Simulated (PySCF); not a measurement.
**PH at PBE0**

Level: PBE0. basis P 6-311G(d,p), H 6-311G(d,p); no relativity; PySCF 2.14.

| Quantity | Value |
| --- | --- |
| state | ³Σ⁻ (triplet), unpaired electrons π ↑↑ |
| bond length | 1.432 Å |
| harmonic wavenumber | 2378 cm⁻¹ |
| force constant | 3.25 mdyn/Å |
| rotational constant Be | 8.420 cm⁻¹ |
| anharmonicity ωexe | 37.6 cm⁻¹ |
| vibration–rotation constant αe | 0.226 cm⁻¹ |
| well depth De to P + H | 3.15 eV |
| dissociation energy D0 | 3.01 eV |
| bond order (Mayer) | 0.93 |
| dipole moment (positive dipole means P(−)H(+)) | 0.65 D |

The state was picked by a PBE0 search and need not be the measured ground state.
